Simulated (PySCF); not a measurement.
Molecule (SMILES): FOF.
Geometry (B3LYP-D3(BJ)/def2-TZVP, fixed):
```
O
F 1 1.4020
F 1 1.4020 2 103.99
```

Basis-set convergence of the mean static polarisability at PBE0 with PySCF. All functions are spherical. Density fitting with generated auxiliary sets. No added dispersion term, no relativity. Reference: the value in d-aug-cc-pVTZ, 14.53 bohr³, itself unsure by roughly 0.6 % (its mean distance from aug-pcseg-3, aug-cc-pVQZ, aug-pcseg-2). Deviations are taken from unrounded values. Cost is core time over that of cc-pVDZ, rough, on shared machines of one kind; a dash marks a row that isn't timed (too short, read off another run, short of memory, by another algorithm or on other hardware).

```json
[
 {"basis": "6-31G", "functions": "27", "mean static polarisability (bohr³)": "8.21", "minus reference (%)": "-43.5", "cost": "-"},
 {"basis": "cc-pVDZ", "functions": "42", "mean static polarisability (bohr³)": "8.67", "minus reference (%)": "-40.3", "cost": "1×"},
 {"basis": "def2-SVP", "functions": "42", "mean static polarisability (bohr³)": "8.99", "minus reference (%)": "-38.1", "cost": "-"},
 {"basis": "pcseg-1", "functions": "42", "mean static polarisability (bohr³)": "9.63", "minus reference (%)": "-33.7", "cost": "0.7×"},
 {"basis": "aug-cc-pVDZ", "functions": "69", "mean static polarisability (bohr³)": "13.56", "minus reference (%)": "-6.7", "cost": "2×"},
 {"basis": "aug-pcseg-1", "functions": "69", "mean static polarisability (bohr³)": "14.43", "minus reference (%)": "-0.7", "cost": "1×"},
 {"basis": "def2-TZVPPD", "functions": "120", "mean static polarisability (bohr³)": "14.44", "minus reference (%)": "-0.6", "cost": "3×"},
 {"basis": "d-aug-cc-pVTZ", "functions": "186", "mean static polarisability (bohr³)": "14.53", "minus reference (%)": "0.0", "cost": "9×"},
 {"basis": "aug-pcseg-3", "functions": "255", "mean static polarisability (bohr³)": "14.51", "minus reference (%)": "-0.1", "cost": "10×"}
]
```

The smallest set listed that lies within 5 % of the reference with all its larger relatives (same family, alike in diffuse functions; a set with none counts only in the reference's own line) is aug-pcseg-1 (69 functions, 1× in cost, -0.7 % off). (Relatives not listed, tested too: aug-pcseg-2 -0.7, def2-QZVPPD -0.4 %.)
